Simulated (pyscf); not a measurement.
**Routes from methane (CH₄) + Cl–SiH•–Cl**

Candidate steps break at most two bonds and form at most two. Each was searched with GFN2-xTB (tblite) first. Single points on ωB97X-D3(BJ)/def2-SVP structures (PySCF, gas phase). Energies: ωB97M-D3(BJ)/def2-TZVP, eV, from the separated reactants, doublet surface; ΔG‡ with ideal gas, 1 atm, RRHO with modes under 100 cm⁻¹ raised to 100, one conformer, R ln 2 for chiral ones without a mode under 150 cm⁻¹.

| products | type | ΔE‡ | ΔE | ΔG‡ 298 K | ΔG‡ 900 K | ν‡ (cm⁻¹) |
|---|---|---|---|---|---|---|
| H₃C–SiH(Cl)–Cl + H• | substitution at C | 1.90 | +0.63 | 2.15 | 2.88 | 1506i |
| H₃C–SiH•–Cl + HCl | four-centre exchange | 2.50 | +1.05 | 2.81 | 3.64 | 1112i |

Plain bond fissions and candidates not yet searched are not listed, and one of them may be faster. Each barrier is that of the saddle found; lower ones may exist.
